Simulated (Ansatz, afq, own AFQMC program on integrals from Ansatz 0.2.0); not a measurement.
## CH3Al, singlet in cc-pVDZ, levels against CCSDT(Q)

```xyz
5

Al   -0.0411    0.0000    1.0630
C     0.0815    0.0000   -2.1497
H     0.1424    0.0000    2.6250
H    -0.0059    0.9125   -2.7323
H    -0.0059   -0.9125   -2.7323
```

Connectivity, by distances: AlH ··· CH2.

Basis cc-pVDZ. Only valence electrons are correlated. Integrals, coupled cluster, full CI and functionals: Ansatz 0.2.0; the random walks run on the same integrals in our own AFQMC program. The CISD trial takes its coefficients from CCSD amplitudes. Released means that phaseless walkers are propagated on without the constraint, phases kept. Error bars are statistical, one sigma.

Determinant: RHF, the one that the program's search chose, which needn't be the lowest solution. The geometry is a point of a scan.

No full CI on the walks' own integrals is used here; CCSDT(Q) serves as the reference and is uncertain by about the last step of the cluster series.

Cautions: higher spins were not checked; restricted determinant unstable towards unrestricted (UHF 1.01 eV lower, ⟨S²⟩ 1.23); the released energies are still falling, so no released level is given (meV from the phaseless value at times in 1/Eh: 60 ± 26 at 0.24, 13 ± 24 at 0.51, -17 ± 27 at 0.99, -58 ± 32 at 1.62, -11 ± 53 at 2.40); CCSDT(Q) on the UHF determinant differs (810 meV lower), perhaps since the unrestricted series falls towards higher spin.

The T1 diagnostic is 0.0117 and the weight of the determinant in the CISD state is 0.836. The size of the correlated space is 10 electrons in 41 orbitals.

Reference: CCSDT(Q), correlation energy -6.086 eV.

```
        level  E − E(reference) (kJ/mol)  share of correlation (%)
           HF                      587.2                      0.00
          MP2                      150.8                     74.31
         CCSD                       18.8                     96.80
      CCSD(T)                        5.6                     99.05
        CCSDT                        0.8                     99.86
ph-AFQMC/CISD                 -2.8 ± 2.0                    100.48
```

A walk keeps the symmetry of its determinant, which the program's search chose and which needn't be the lowest solution, so a lower state of the same spin and another symmetry isn't excluded.
